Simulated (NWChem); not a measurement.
# B1B95-D3(BJ)/CRENBL (core potential) run of CH6B− ([BMeH3]-)

Aim: the energy difference between two shapes of CH6B− ([BMeH3]-) at B1B95-D3(BJ)/CRENBL (core potential), from 2 runs. 

The results are computed with NWChem 7.3.0.

1 further run of the same task is left out (set aside as unsound or not needed).

## (1) Starting point

The species is CH6B− (8 atoms), meant as a singlet with charge -1. As SMILES, `[H][B-]([H])([H])C`. The shape is that of a GFN2-xTB optimisation.

Bond lengths: B1–C2 1.649 Å, C2–H3 1.096 Å, C2–H4 1.096 Å, C2–H5 1.096 Å, B1–H6 1.231 Å, B1–H7 1.231 Å, B1–H8 1.232 Å. Some angles: B1–C2–H3 112.2°, B1–C2–H4 112.2°, B1–C2–H5 112.2°, C2–B1–H6 110.2°, C2–B1–H7 110.2°, C2–B1–H8 110.2°, H3–C2–H4 106.6°, H3–C2–H5 106.6°, H4–C2–H5 106.6°, H6–B1–H7 108.7°.

## (2) Energy and one-electron properties at B1B95-D3(BJ)/CRENBL (core potential)

Input file sp.nw:

```
start sp
title "CH6B"
memory stack 880 mb heap 220 mb global 1100 mb
charge -1

geometry units angstrom noautosym nocenter
 zmatrix
   B
   C 1 r2
   H 2 r3 1 a3
   H 2 r4 3 a4 1 d4
   H 2 r5 3 a5 4 d5
   H 1 r6 2 a6 3 d6
   H 1 r7 6 a7 2 d7
   H 1 r8 7 a8 6 d8
 variables
   r2 1.649116
   r3 1.09557
   a3 112.18407
   r4 1.095773
   a4 106.61881
   d4 123.22943
   r5 1.095998
   a5 106.59196
   d5 113.5648
   r6 1.2313
   a6 110.22726
   d6 179.36189
   r7 1.230945
   a7 108.72376
   d7 120.89463
   r8 1.231534
   a8 108.70713
   d8 -118.16728
 end
end

basis spherical bse
 B library CRENBL
 C library CRENBL
 H library CRENBL
end

ecp bse
 B library CRENBL
 C library CRENBL
end

dft
 xc b1b95
 mult 1
 disp vdw 4
 grid fine
 direct
 mulliken
 noprint "final vectors analysis"
end

property
 octupole
 quadrupole
 efield
 moldenfile
 molden_norm janpa
end

task dft property
```

Launch:

```console
$ nwchem sp.nw > sp.out
```

Log:

```text
[...]
          Wavefunction type:  closed shell.
          No. of atoms     :     8
          No. of electrons :    14
[...]
          Charge           :    -1
          Spin multiplicity:     1
[...]
          AO basis - number of functions:    56
[...]
              XC Information
              --------------
                        B1B95 Method XC Functional
                     Hartree-Fock (Exact) Exchange  0.280
                    Becke 1988 Exchange Functional  0.720
                         B95 Correlation Potential  1.000
[...]
 d= 0,ls=0.0,diis     1    -11.9742597641 -3.36D+01  9.92D-03  3.08D-01     0.9
[...]
 d= 0,ls=0.0,diis     7    -12.0185341050 -3.64D-09  1.34D-06  7.23D-09     4.6
         Total DFT energy =      -12.018534105028
      One electron energy =      -61.830376947816
           Coulomb energy =       33.356304048681
    Exchange-Corr. energy =       -5.145843499714
 Nuclear repulsion energy =       21.604968227577
    Dispersion correction =       -0.003585933755
[...]
      Total Density - Mulliken Population Analysis
     ---------------------------------------------
    Atom       Charge   Shell Charges
 -----------   ------   -------------------------------------------------------
    1 B    3     3.31  -0.03  0.57  0.25  0.25  0.03  0.45  1.26  0.53
    2 C    4     4.66  -0.04  0.78  0.51  0.12  0.06  0.61  1.78  0.84
    3 H    1     0.90   0.01  0.14  0.53  0.23
    4 H    1     0.90   0.01  0.14  0.53  0.23
    5 H    1     0.90   0.01  0.14  0.53  0.23
    6 H    1     1.11   0.01  0.13  0.56  0.41
    7 H    1     1.11   0.01  0.13  0.56  0.41
    8 H    1     1.11   0.01  0.13  0.56  0.41
[...]
```

Wall time 5.4 s (1 thread of AMD EPYC 7B13 (Zen 3), shared host); peak memory 0.12 GiB.

Atomic charges (e):

```tsv
atom	Mulliken	Löwdin
B1	-0.310	-0.570
C2	-0.660	-0.550
H3	+0.100	+0.090
H4	+0.100	+0.090
H5	+0.100	+0.090
H6	-0.110	-0.050
H7	-0.110	-0.050
H8	-0.110	-0.050
```

## (3) The distorted shape

Input file calc.xyz:

```xyz
8
CH6B
B     -0.015882    -0.009862    -0.799333
C     -0.007819    -0.006289     0.819467
H     -1.013905     0.064131     1.212444
H      0.549545     0.845010     1.228600
H      0.437305    -0.918586     1.240278
H      1.129101    -0.037872    -1.241512
H     -0.552231     1.045086    -1.295450
H     -0.641407    -0.967608    -1.235500
```

Input file calc.nw:

```
echo
start calc
title "CH6B"
memory 2200 mb
charge -1
geometry units angstrom noautosym nocenter noautoz
  load calc.xyz
end
basis spherical bse
  B library CRENBL
  C library CRENBL
  H library CRENBL
end
ecp bse
  B library CRENBL
  C library CRENBL
end
dft
  xc b1b95
  mult 1
  disp vdw 4
  grid fine
  direct
  mulliken
  print low
end
property
  octupole
  quadrupole
  efield
  moldenfile
  molden_norm janpa
end
task dft property
```

Launch:

```console
$ nwchem calc.nw > calc.out
```

Log:

```text
[...]
 d= 0,ls=0.0,diis     1    -11.9724376940 -3.37D+01  1.02D-02  3.11D-01     0.9
[...]
 d= 0,ls=0.0,diis     7    -12.0174513919 -6.03D-08  1.29D-06  1.03D-09     4.6
         Total DFT energy =      -12.017451391902
      One electron energy =      -61.966824499988
           Coulomb energy =       33.419383561119
    Exchange-Corr. energy =       -5.147869708716
 Nuclear repulsion energy =       21.681463119070
    Dispersion correction =       -0.003603863387
[...]
      Total Density - Mulliken Population Analysis
     ---------------------------------------------
    Atom       Charge   Shell Charges
 -----------   ------   -------------------------------------------------------
    1 B    3     3.31  -0.03  0.57  0.25  0.25  0.03  0.45  1.26  0.53
    2 C    4     4.66  -0.04  0.78  0.50  0.12  0.06  0.61  1.80  0.83
    3 H    1     0.89   0.01  0.14  0.53  0.22
    4 H    1     0.90   0.01  0.14  0.53  0.23
    5 H    1     0.90   0.01  0.14  0.53  0.23
    6 H    1     1.11   0.01  0.13  0.56  0.41
    7 H    1     1.13   0.01  0.12  0.55  0.44
    8 H    1     1.11   0.01  0.13  0.56  0.41
[...]
```

Wall time 5.4 s (1 thread of AMD EPYC 7B13 (Zen 3), shared host); peak memory 0.12 GiB.

Atomic charges (e):

```tsv
atom	Mulliken	Löwdin
B1	-0.310	-0.570
C2	-0.660	-0.550
H3	+0.110	+0.100
H4	+0.100	+0.100
H5	+0.100	+0.090
H6	-0.110	-0.050
H7	-0.130	-0.060
H8	-0.110	-0.050
```

## (4) Results

At B1B95-D3(BJ)/CRENBL (core potential):

| quantity | value |
| --- | --- |
| first shape: total energy | -12.01853 Eh |
| first shape: dispersion energy | -9.41 kJ/mol |
| distorted shape: total energy | -12.01745 Eh |
| distorted shape: dispersion energy | -9.46 kJ/mol |
| energy change with the atoms displaced | 0.029 eV |

What this shows: With the atoms displaced the energy rises by 0.03 eV (0.7 kcal/mol). The first shape isn't relaxed at this level, so the change isn't measured from a minimum. Mulliken charges (distorted shape) run from -0.66 on C2 to +0.11 on H3; they depend strongly on the basis.
